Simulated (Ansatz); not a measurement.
Basis-set extrapolation for C4H7FO (`C/C(=C/F)CO`) (PBE0-D4/def2-TZVP geometry, frozen core, Ansatz 0.2.0). Multiplicity 1, RHF reference.

|  | def2-TZVPP | def2-QZVPP |
| --- | --- | --- |
| HF | -329.951891 | -329.966819 |
| MP2 correlation | -1.153298 | -1.239550 |
| CCSD(T) correlation | -1.236496 | not run |

Energies in hartree. Use E(X) = E(∞) + A·exp(−7.88·√X) for Hartree–Fock and E(X) = E(∞) + B·X^(−2.97) for correlation, with X = 3 and 4, and add CCSD(T) minus MP2 of the smaller set to the MP2 limit.

What is the CCSD(T) energy at the basis-set limit?

HF limit: -329.966819 + (-0.014928) × 0.13774 = -329.96888. MP2 limit: -1.239550 + (-0.086252) × 0.74074 = -1.30344. Higher-order term: -1.236496 − (-1.153298) = -0.08320. Total: -331.35552 hartree, 104.9 kcal/mol below CCSD(T)/def2-TZVPP.
